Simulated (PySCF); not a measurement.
Gas-phase thermal properties of B2O

Method: PySCF energies (xtb for GFN2) plus ideal-gas RRHO corrections (1 bar). The comparison is the NASA 1993 polynomial table, which mixes measured and estimated data. S°(298 K) at PBE0/def2-TZVP differs from the NASA 1993 table for B2O (+19 J/mol/K); whether the harmonic model or the table's entry is off was not settled. 6-31G* has spherical d functions here. All species are closed-shell singlets. B3LYP is the form with VWN-RPA correlation. The harmonic model lacks anharmonicity and excited electronic states, which grow with temperature; levels with a mode under 35 cm⁻¹ are left out. Strong static correlation: B2O. Soft modes under 120 cm⁻¹ make the harmonic entropy rough for B2O. The table's entry may be an old estimate for B2O (not checked at source).

```
level           point group  σ  ZPE (kJ/mol)  S°298 (J/mol/K)  Cp298 (J/mol/K)  S°1000 (J/mol/K)  H1000 − H298 (kJ/mol)
--------------  -----------  -  ------------  ---------------  ---------------  ----------------  ---------------------
table                     -  -             -            227.7             38.4             282.6                   32.8
B3LYP/6-31G*            D∞h  2          16.8            233.9             46.9             297.6                   37.8
GFN2-xTB                D∞h  2          20.8            225.2             45.3             286.6                   36.4
HF/6-31G*               D∞h  2          17.8            233.6             46.5             296.6                   37.4
PBE/def2-SVP            D∞h  2          16.8            229.5             46.7             293.4                   37.9
PBE0/def2-TZVP          D∞h  2          16.0            246.7             47.2             310.6                   37.8
```
σ: rotational symmetry number. Electronic degeneracy used: 1. Frequencies are unscaled.
